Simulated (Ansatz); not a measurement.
A made-up structure of AlH2SO, doublet:

```csv
atom,x (Å),y (Å),z (Å)
Al1,1.0302,-0.3220,0.9954
O2,0.3296,0.2904,-0.3571
S3,-1.2131,0.3185,-1.0763
H4,-2.2320,-0.3163,-0.4371
H5,2.4306,0.2050,0.7284
```

It is relaxed with PBE-D4/def2-SVP and then PBE0-D4/def2-TZVP (Ansatz 0.2.0). Atoms count as bonded within 1.22 times the sum of their covalent radii (H–H: 0.88 Å). The end point is not checked to be a true minimum.

Question: Does its bonding change? (Judge from chemistry; the calculation decides.)

Answer: Computed: No: no bond forms or breaks.

Where it ends: The first stage lowers the energy by 0.65 eV in 5 steps. It ends as AlH₂SO ([AlH][O][SH]):
| atom | x (Å) | y (Å) | z (Å) |
| --- | --- | --- | --- |
| Al1 | 0.9703 | -0.2668 | 0.8815 |
| O2 | 0.1691 | 0.3354 | -0.4979 |
| S3 | -1.3126 | 0.3543 | -1.1852 |
| H4 | -2.0077 | -0.3578 | -0.2705 |
| H5 | 2.5263 | 0.1105 | 0.9253 |

Labels in which every atom is bracketed show which atoms are joined, not bond orders.

For scale, one of the runs: PBE0-D4/def2-TZVP relaxation, 117 basis functions, launched by `ansatz run in.yaml --threads 2 --pin off --events-out ev --progress --plain --max-ram 4352MiB`. Hardware: 2 CPU threads of an Arm Neoverse V2, shared host. Wall time about 14 s.
